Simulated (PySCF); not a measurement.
Species: C₂H₇PS.
Atom-mapped SMILES: `[CH3:1][PH:2]([CH3:3])=[S:4]` (hydrogens: H5, H6, H7 on C1; H8 on P2; H9, H10, H11 on C3)

The closed-shell ground state was solved at several levels (PySCF, density fitting, gas phase, non-relativistic). Geometry: PBE0-D3(BJ)/def2-SVP; no solvent, vibrations or thermal averaging.

```
             level  basis functions  total energy (Eh)  HOMO (eV)  LUMO (eV)  gap (eV)  dipole (D)
    PBE0/def2-TZVP              178          -819.6901      -6.47       0.55      7.02        4.53
       PBE0/6-31G*               78          -819.5840      -6.36       1.23      7.59        4.92
CAM-B3LYP/pcSseg-2              256          -820.0415      -7.79       0.80      8.59        4.77
PBE0/6-311+G(2d,p)              166          -819.6778      -6.51      -0.23      6.28        4.64
  wB97X-D/pcSseg-2              256          -820.0438      -8.34       1.76     10.10        4.83
       PBE0/STO-3G               35          -810.3596      -1.37       6.68      8.05        4.14
        PBE0/6-31G               58          -819.4786      -6.26       1.13      7.39        5.44
     PBE0/def2-SVP               99          -819.3357      -6.25       0.97      7.22        4.51
```

Task: What might BHandHLYP/pcSseg-2 (256 basis functions) give for the same quantities?

Result: Total energy -820.0108 Eh, HOMO -7.51 eV, LUMO 0.64 eV, gap 8.15 eV, dipole 4.84 D.

Task: Over all these levels, which gives the widest orbital gap and which the narrowest?

Result: wB97X-D/pcSseg-2 (range-separated hybrid) has the widest, 10.10 eV, and PBE0/6-311+G(2d,p) (global hybrid, 25 % exact exchange) the narrowest, 6.28 eV. Functional and basis both differ between the two, so the spread mixes both effects.

Task: How much does the basis alone move the frontier levels among the 6 PBE0 rows?

Result: The HOMO by 5.14 eV and the LUMO by 6.91 eV. By rising basis size (HOMO, LUMO in eV): STO-3G -1.37, 6.68; 6-31G -6.26, 1.13; 6-31G* -6.36, 1.23; def2-SVP -6.25, 0.97; 6-311+G(2d,p) -6.51, -0.23; def2-TZVP -6.47, 0.55.

Task: How far do the dipole and the HOMO energy spread over the levels?

Result: The dipole runs from 4.14 to 5.44 D (mean 4.74 D) and the HOMO from -8.34 to -1.37 eV.

The pairwise dispersion term of wB97X-D wasn't added to the energies; at a given geometry it leaves orbitals and properties as they are.
